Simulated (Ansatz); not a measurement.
H₂B–Al, singlet along the scale of all distances

Starting geometry (PBE0/def2-TZVP stationary point for this spin, not checked as a minimum):

```xyz
4

B     0.0000    0.0000    1.4848
Al    0.0000    0.0000   -0.7557
H     0.0000    1.0050    2.1514
H     0.0000   -1.0050    2.1514
```

From there all distances are scaled together; atoms are numbered as listed. Energies are in kJ/mol, counted from the starting geometry at the same level.

Basis 6-31G; Ansatz 0.2.0. Correlated methods freeze the noble-gas cores. R marks a restricted (for open shells ROHF) determinant. Active spaces: valence = (8e, 10o) chosen from the atoms' valence shells.

Runs in a small pair space aren't shown, since their orbitals change along the scan. A value is left out where its run failed or describes another state than the reference as far as symmetry and spin tell, or, spin-broken singlets apart, can't be checked. So is a cluster or MP2 value whose T1 reaches 0.2, or 0.1 on a determinant over 1 eV above the lowest, or whose CCSD ends far below full CI on such a determinant.

Full CI is exact within this basis and frozen core; it isn't the basis-set limit.

```tsv
scale of all distances	full CI	unpaired electrons (full CI)	error RMP2	error BCCD(T)	error RCCSDTQ	error CASSCF (valence space)	error MRCISD (valence space)	error MRCISD+Q (valence space)
0.872	131.0	0.13	-4.6	0.1	0.0	7.5	0.3	0.0
1.000	0.0	0.10	0.0	0.0	0.0	0.0	0.0	0.0
1.099	25.9	0.11	7.0	0.2	0.0	-5.9	-0.2	0.0
1.322	225.6	0.19	31.2	1.6	0.0	-15.7	-0.5	0.0
1.503	406.7	0.37	58.9	4.3	0.0	-19.3	-0.5	0.1
1.782	618.0	1.23	120.6	11.5*	0.0	-22.6	-0.2	0.4
2.018	714.9	2.41	191.0	-9.0*	-0.4*	-28.1	-0.8	0.0
2.447	787.3	3.48	–	–	-1.3*	–	–	–
```

An asterisk marks runs whose energy the program itself flagged as in doubt.

Unpaired electrons are Σ n²(2−n)² over natural occupations. Errors are those of relative energies. In total energy the starting point itself misses full CI by: RMP2 81.7, BCCD(T) 1.8, RCCSDTQ 0.0, CASSCF (valence space) 76.6, MRCISD (valence space) 2.6, MRCISD+Q (valence space) 1.0 kJ/mol.

Spread of the error over the points with a reference, to 2.447 (largest less smallest): MRCISD+Q (valence space) 0.4 (7 of 8 points), MRCISD (valence space) 1.1 (7 of 8 points), RCCSDTQ 1.3, BCCD(T) 20.5 (7 of 8 points), CASSCF (valence space) 35.6 (7 of 8 points), RMP2 195.7 (7 of 8 points) kJ/mol.

Going outwards, the relative energy of RMP2 first misses by more than 4.2 kJ/mol (1 kcal/mol) at 1.099.

Going outwards, the relative energy of CASSCF (valence space) first misses by more than 4.2 kJ/mol (1 kcal/mol) at 1.099.
